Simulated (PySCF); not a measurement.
## Relaxation of doublet S(OH)₃

Level of theory: PySCF, UPBE0, basis S def2-TZVP, O def2-TZVP, H def2-TZVP (no relativity, density fitting). A (50,194) grid was used.

A start at or just off a symmetric point, pushed along the force that breaks its symmetry, with no symmetry imposed:

Coordinates in bohr (charge 0 multiplicity 2):
```
S    -0.1051   -0.1121   -1.1180
O     2.7348    0.3839    0.7124
O    -1.5169    2.2354    0.6836
O    -1.0020   -2.3960    0.5234
H     2.7399   -1.1938    1.6415
H    -0.3950    3.0049    1.7288
H    -2.4380   -1.7989    1.6346
```

(1) What forces act on the atoms at the start (eV/Å)?

(2) What does it relax to?

(3) How much energy is released, and in how many steps?

Results:

(1) 
```csv
atom,Fx,Fy,Fz
S1,0.11,1.34,-0.01
O2,-0.32,0.29,0.04
O3,-1.95,-1.68,-2.72
O4,-1.85,-1.08,1.58
H5,0.23,0.19,-0.07
H6,2.62,1.44,2.26
H7,1.16,-0.50,-1.07
```

(2) It ends at C1 with O–H 0.963 Å, O–H 0.966 Å, O–H 0.983 Å, S–O 1.588 Å, S–O 1.624 Å, S–O 2.011 Å; H–O–S 103.1°, H–O–S 106.0°, H–O–S 107.8°, O–S–O 81.8°, O–S–O 87.4°, O–S–O 107.8° (after a last refinement on a finer grid). A frequency run shows a minimum.

(3) 73.9 kJ/mol in 28 steps.

The relaxation took 110 s on 4 threads of a shared Arm Neoverse V2 host, with 148 basis functions and 30 gradients; the process peaked at 1.2 GiB. Launch command: `OMP_NUM_THREADS=4 python axn.py task.json out`.
